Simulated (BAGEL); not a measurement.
# A workflow on C2H5NS (SMILES [H]/N=C(/C)S)

Aim: a single-point energy (HF/6-31+G*), then a single-point energy (CASSCF(2,2)/6-31+G*) of C2H5NS. 

The results are computed with BAGEL 1.2.2.

1 further run of the same task is left out (it didn't finish).

## Step 1: The molecule

C2H5NS has 9 atoms, charge 0, and is taken as a singlet. SMILES: `[H]/N=C(/C)S`. The shape is that of a PBE0-D4/def2-TZVP optimisation. This is one conformer, not always the lowest.

Bond lengths: C1–C2 1.494 Å, C2–N3 1.262 Å, C2–S4 1.781 Å, C1–H5 1.093 Å, C1–H6 1.093 Å, C1–H7 1.089 Å, N3–H8 1.019 Å, S4–H9 1.342 Å. Some angles: C1–C2–N3 121.1°, C1–C2–S4 116.7°, N3–C2–S4 122.2°, C2–C1–H5 110.6°, C2–C1–H6 110.6°, C2–C1–H7 108.9°, C2–N3–H8 112.9°, C2–S4–H9 97.8°, H5–C1–H6 107.8°, H5–C1–H7 109.5°.

## Step 2: The energy at HF/6-31+G(d) (DKH2, density fitting with qzvpp-jkfit, Cartesian functions) (run 1)

job.json

```json
{ "bagel": [

{
  "title": "molecule",
  "basis": "6-31+gs.json",
  "df_basis": "qzvpp-jkfit",
  "angstrom": "true",
  "cartesian": "true",
  "dkh": "true",
  "geometry": [
    { "atom": "C", "xyz": [       0.539700,       0.823300,      -0.338400 ] },
    { "atom": "C", "xyz": [      -0.043800,      -0.522700,      -0.054500 ] },
    { "atom": "N", "xyz": [       0.371500,      -1.552400,      -0.654500 ] },
    { "atom": "S", "xyz": [      -1.341500,      -0.591100,       1.162800 ] },
    { "atom": "H", "xyz": [       0.969200,       1.255300,       0.568800 ] },
    { "atom": "H", "xyz": [      -0.231300,       1.507700,      -0.700900 ] },
    { "atom": "H", "xyz": [       1.316700,       0.718700,      -1.094000 ] },
    { "atom": "H", "xyz": [      -0.111800,      -2.401800,      -0.366400 ] },
    { "atom": "H", "xyz": [      -1.380200,       0.716700,       1.459800 ] }
  ]
},

{
  "title": "hf"
},

{
  "title": "print",
  "file": "orbitals.molden",
  "orbitals": "true"
}

]}
```

The basis set 6-31+G* is read from a file made from the Basis Set Exchange's data (not shown).

Command:

```sh
BAGEL_NUM_THREADS=1 BAGEL job.json > job.out
```

The log of the run:

```text
* using 1 threads per process

  ===============================================================
  ===============================================================

  Cartesian basis functions are used
  *** Geometry ***

  { "atom" : "C", "xyz" : [      1.019885,      1.555812,     -0.639483 ] },
  { "atom" : "C", "xyz" : [     -0.082770,     -0.987760,     -0.102990 ] },
  { "atom" : "N", "xyz" : [      0.702033,     -2.933611,     -1.236826 ] },
  { "atom" : "S", "xyz" : [     -2.535068,     -1.117017,      2.197374 ] },
  { "atom" : "H", "xyz" : [      1.831523,      2.372173,      1.074876 ] },
  { "atom" : "H", "xyz" : [     -0.437094,      2.849140,     -1.324509 ] },
  { "atom" : "H", "xyz" : [      2.488202,      1.358146,     -2.067360 ] },
  { "atom" : "H", "xyz" : [     -0.211271,     -4.538744,     -0.692396 ] },
  { "atom" : "H", "xyz" : [     -2.608200,      1.354367,      2.758622 ] },

  Number of auxiliary basis functions:      526

  Since a DF basis is specified, we compute 2- and 3-index integrals:
    o Being stored without compression. Storage requirement is 0.034 GB

  Number of basis functions:       90
  Number of electrons      :       40

    * METHOD: MOLECULE                             0.19

  *** RHF ***

  === Nuclear Repulsion ===
   154.7656820741

      * DIIS with orbital gradients will be used.

  === RHF iteration (6-31+gs.json) ===
      0       -487.45695908          0.11958896           0.07
      1       -480.65223555          0.16138143           0.06
      2       -517.10298895          0.11237423           0.06
      3       -531.14372814          0.02530247           0.06
      4       -531.46009329          0.01346941           0.06
      5       -531.56730485          0.00527468           0.06
      6       -531.58484712          0.00148471           0.07
      7       -531.58672489          0.00024331           0.06
      8       -531.58680793          0.00007746           0.07
      9       -531.58681744          0.00003037           0.07
     10       -531.58681837          0.00000889           0.06
     11       -531.58681851          0.00000434           0.06
     12       -531.58681854          0.00000105           0.06
     13       -531.58681854          0.00000029           0.06
     14       -531.58681854          0.00000013           0.06
     15       -531.58681854          0.00000004           0.06
     16       -531.58681854          0.00000001           0.06
     17       -531.58681854          0.00000000           0.06
    * SCF iteration converged.

    * Permanent dipole moment:
           (    0.278111,    -0.808858,    -0.425050) a.u.

    * METHOD: HF                                   1.23

    * METHOD: PRINT                                0.01

  ===============================================================
```

It took 1.7 s on 1 thread of Intel Xeon 6975P-C (Granite Rapids), shared host; peak memory 0.11 GiB.

## Step 3: The energy at CASSCF(2,2)/6-31+G(d) (DKH2, density fitting with qzvpp-jkfit, Cartesian functions, 2 states averaged) (run 2)

job.json: that of step 2 with these lines changed.

```diff
@@ -27,2 +27,12 @@
 {
+  "title": "casscf",
+  "nstate": 2,
+  "nact": 2,
+  "nclosed": 19,
+  "active": [18, 29],
+  "maxiter": 200,
+  "natocc": "true"
+},
+
+{
   "title": "print",
```

The basis set 6-31+G* is read from a file made from the Basis Set Exchange's data (not shown).

Command:

```sh
BAGEL_NUM_THREADS=1 BAGEL job.json > job.out
```

The log of the run:

```text
* using 1 threads per process

  ===============================================================
  ===============================================================

  Cartesian basis functions are used
  *** Geometry ***

  { "atom" : "C", "xyz" : [      1.019885,      1.555812,     -0.639483 ] },
  { "atom" : "C", "xyz" : [     -0.082770,     -0.987760,     -0.102990 ] },
  { "atom" : "N", "xyz" : [      0.702033,     -2.933611,     -1.236826 ] },
[... 5 lines of this table left out ...]
  { "atom" : "H", "xyz" : [     -2.608200,      1.354367,      2.758622 ] },

  Number of auxiliary basis functions:      526

  Since a DF basis is specified, we compute 2- and 3-index integrals:
    o Being stored without compression. Storage requirement is 0.034 GB

  Number of basis functions:       90
  Number of electrons      :       40

    * METHOD: MOLECULE                             0.22

  *** RHF ***

  === Nuclear Repulsion ===
   154.7656820741

      * DIIS with orbital gradients will be used.

  === RHF iteration (6-31+gs.json) ===
      0       -487.45695908          0.11958896           0.06
      1       -480.65223555          0.16138143           0.06
      2       -517.10298895          0.11237423           0.06
[... 14 lines of this table left out ...]
     17       -531.58681854          0.00000000           0.06
    * SCF iteration converged.

    * Permanent dipole moment:
           (    0.278111,    -0.808858,    -0.425050) a.u.

    * METHOD: HF                                   1.20

  ---------------------------
      CASSCF calculation
  ---------------------------

    ==== Active orbitals : =====
         Orbital 18
         Orbital 29
    ============================

    * nstate   :      2
    * nclosed  :     19
    * nact     :      2
    * nvirt    :     69
  === CASSCF iteration (6-31+gs.json) ===

    * Using the second-order algorithm

      0  0      -531.58831986     3.73e-03      0.02
      0  1      -531.14153386     0.00e+00      0.02

[... 25 lines of this table left out ...]
      9  1      -531.18584491     0.00e+00      0.51

    * Second-order optimization converged. *

     guess   0:   closed 1.                   open ..
     guess   1:   closed ..                   open 11

  === FCI iteration ===

      0  0      -531.58498014     2.13e-02      0.00
      0  1      -531.18584201     5.08e-04      0.00

      1  0 *    -531.58739491     2.23e-16      0.00
      1  1 *    -531.18584491     9.08e-17      0.00

     * ci vector, state   0, <S^2> = 0.0000
       2.     0.9971248589
       .2    -0.0565383124

     * ci vector, state   1, <S^2> = 0.0000
       ab    -0.7062062606
       ba    -0.7062062606
       2.    -0.0503713961

    * METHOD: CASSCF                               5.01

    * METHOD: PRINT                                0.01

  ===============================================================
```

Wall time 6.9 s (1 thread of Intel Xeon 6975P-C (Granite Rapids), shared host); peak memory 0.14 GiB.

## Step 4: Summary of results

| quantity | value |
| --- | --- |
| run 1, HF/6-31+G*: total energy | -531.58682 Eh |
| run 1, HF/6-31+G*: dipole moment | 2.43 D |
| run 1, HF/6-31+G*: HOMO energy | -10.11 eV |
| run 1, HF/6-31+G*: LUMO energy | 1.72 eV |
| run 1, HF/6-31+G*: HOMO–LUMO gap | 11.83 eV |
| run 2, CASSCF(2,2)/6-31+G*: energy of the lowest of 2 roots | -531.58739 Eh |
| run 2, CASSCF(2,2)/6-31+G*: lowest excitation energy within this active space | 10.93 eV |

In words: The orbitals (run 2, CASSCF(2,2)/6-31+G*) are averaged over several states, so each root lies above its own optimum (it can stand above Hartree-Fock), and forces and dipoles share that bias.
